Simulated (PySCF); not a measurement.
# Solver options tried on SN2⁻

The same problem is solved with other solver options, one edit a run.

Method: each script names its method and basis; program: PySCF 2.14.0.

1 further run of the same task is left out (it didn't finish).

### Step 1. The system as given

SN2⁻: 3 atoms, charge -1, spin multiplicity 2.

Bond lengths: S1–N2 1.493 Å, S1–N3 1.493 Å. Angles: N2–S1–N3 140.3°.

### Step 2. The run that the others are compared with

input.py reads:

```python
from pyscf import gto, scf
from pyscf.hessian import thermo

mol = gto.M(
    atom='S 0.0238 -0.2357 0; N -0.0271 0.2691 1.4045; N -0.0271 0.2691 -1.4045',
    basis='def2-svp',
    charge=-1,
    spin=1,
    verbose=4,
)
mf = scf.UHF(mol)
mf.kernel()
hess = mf.Hessian().kernel()
print('wavenumber (cm^-1) =', thermo.harmonic_analysis(mol, hess)['freq_wavenumber'].round(1))
mf.dip_moment()
print('orbital energies (hartree):', [e[max(0, n-3):n+3].round(4) for e, n in zip(mf.mo_energy, mol.nelec)])
```

Run with:

```bash
OMP_NUM_THREADS=1 python input.py
```

Its log is not repeated here.

In short: E(SCF) = -506.021589 Eh, 13 cycles, ⟨S²⟩ = 0.791, wavenumbers 512, 1094, 1369 cm⁻¹.

The dipole of an ion depends on the origin.

### Step 3. Level shift 0.5 hartree

Edit 1 changes level shift: none → 0.5 hartree.

input.py reads:

```python
from pyscf import gto, scf
from pyscf.hessian import thermo

mol = gto.M(
    atom='S 0.0238 -0.2357 0; N -0.0271 0.2691 1.4045; N -0.0271 0.2691 -1.4045',
    basis='def2-svp',
    charge=-1,
    spin=1,
    verbose=4,
)
mf = scf.UHF(mol)
mf.level_shift = 0.5
mf.kernel()
hess = mf.Hessian().kernel()
print('wavenumber (cm^-1) =', thermo.harmonic_analysis(mol, hess)['freq_wavenumber'].round(1))
mf.dip_moment()
print('orbital energies (hartree):', [e[max(0, n-3):n+3].round(4) for e, n in zip(mf.mo_energy, mol.nelec)])
```

Run with:

```bash
OMP_NUM_THREADS=1 python input.py
```

### Step 4. Initial guess atom

Edit 2 changes initial guess: minao → atom.

Edit input.py of step 2 so:

```diff
@@ -11,2 +11,3 @@
 mf = scf.UHF(mol)
+mf.init_guess = 'atom'
 mf.kernel()
```

What does the calculation give? Wanted: for each run, E(SCF); from base; gap, α spin; after the SCF.

As calculated:

```csv
run,E(SCF) (hartree),from base (eV),cycles,"gap, α spin (eV)",after the SCF
base,-506.021589,0,13,12.47,highest mode 1369 cm⁻¹
level shift 0.5 hartree,-506.021589,0.0000,17,12.47,highest mode 1369 cm⁻¹
initial guess atom,-506.021589,0.0000,13,12.47,highest mode 1369 cm⁻¹
```

Distance from each run's final energy (log10 hartree) by cycle:

```csv
run,cycle 1,cycle 2,cycle 3,cycle 5,cycle 8,cycle 12
base,-1.3,-1.7,-2.6,-4.0,-6.1,-9.7
level shift 0.5 hartree,-1.0,-1.8,-2.3,-3.2,-4.6,-6.9
initial guess atom,-0.9,-1.2,-2.6,-3.7,-5.8,-10.0
```

No change of the SCF energy comes from level shift 0.5 hartree or initial guess atom. The base needs 13 cycles and the run with level shift 0.5 hartree needs 17.
